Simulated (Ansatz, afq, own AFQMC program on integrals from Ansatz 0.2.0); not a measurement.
# AFQMC, coupled cluster and functionals along a coordinate of AlH3 + NH, triplet

```xyz
6

Al   -0.9966    0.0225    0.0000
H    -1.7895    1.3959    0.0000
H    -1.7895   -1.3509    0.0000
H     0.5893    0.0225    0.0000
N     1.9734    0.0225    0.0000
H     2.2425   -0.9817    0.0000
```

A hydrogen atom is moved from one rigid fragment to the other; the Al1–H4 distance tells how far. The two fragments are held close together, so this isn't a minimum-energy path and the start is a compressed complex. Energies in kJ/mol count from this geometry (1.586 Å) at the same level; the start stands on UHF, each point on the determinant named.

Basis cc-pVTZ. Noble-gas cores (and the filled d shells of Ga–Kr and In–Xe) are frozen. Ansatz 0.2.0 and our own AFQMC program on the same integrals; the CISD trial comes from CCSD amplitudes, and released means the phaseless constraint is let go. ± is one standard error of the sampling.

Cautions, each for one point or more: lower spins were not checked.

| r(Al1–H4) / Å | det. | T1 | weight | ⟨S²⟩ | r2SCAN | CCSD | CCSD(T) |
| --- | --- | --- | --- | --- | --- | --- | --- |
| 1.684 | UHF | 0.020 | 0.87 | 2.05 | -16.4 | -10.6 | -12.0 |
| 1.733 | UHF | 0.019 | 0.87 | 2.04 | -25.0 | -18.0 | -19.7 |
| 1.783 | UHF | 0.017 | 0.87 | 2.04 | -33.9 | -26.8 | -28.6 |
| 1.930 | UHF | 0.014 | 0.88 | 2.02 | -49.1 | -47.1 | -47.6 |

Estimate the curve of phaseless AFQMC with a CISD trial, counted from the same start.


| r(Al1–H4) / Å | det. | T1 | weight | ⟨S²⟩ | ph-AFQMC/CISD | released AFQMC |
| --- | --- | --- | --- | --- | --- | --- |
| 1.684 | UHF | 0.020 | 0.87 | 2.05 | -11.5 ± 0.7 | -11.8 ± 1.0 |
| 1.733 | UHF | 0.019 | 0.87 | 2.04 | -19.2 ± 0.7 | -20.1 ± 1.2 |
| 1.783 | UHF | 0.017 | 0.87 | 2.04 | -27.9 ± 0.8 | -28.8 ± 1.4 |
| 1.930 | UHF | 0.014 | 0.88 | 2.02 | -46.3 ± 0.6 | – |

Weight is that of the determinant in the CISD state; at the start T1 is 0.020 and the weight 0.87, and ⟨S²⟩ is 2.04. A dash marks a missing value, a released energy that hasn't settled or a functional that sits on another state. Largest departures from phaseless AFQMC with a CISD trial: CCSD(T) -1.3 kJ/mol at 1.930 (on UHF), released AFQMC -0.9 kJ/mol at 1.733 (on UHF) (within the noise), r2SCAN -5.9 kJ/mol at 1.783, CCSD 1.2 kJ/mol at 1.733 (on UHF) (within the noise). The walk's constraint bias lies outside its error bars, so these are departures and not errors. Functionals count only at points shown to share the start's state and spin.

A walk keeps the symmetry of its determinant, which the program's search chose and which needn't be the lowest solution, so a lower state of the same spin and another symmetry isn't excluded. Released energies are given only where the last usable release times agree within the noise; a slower fall can still hide under it.
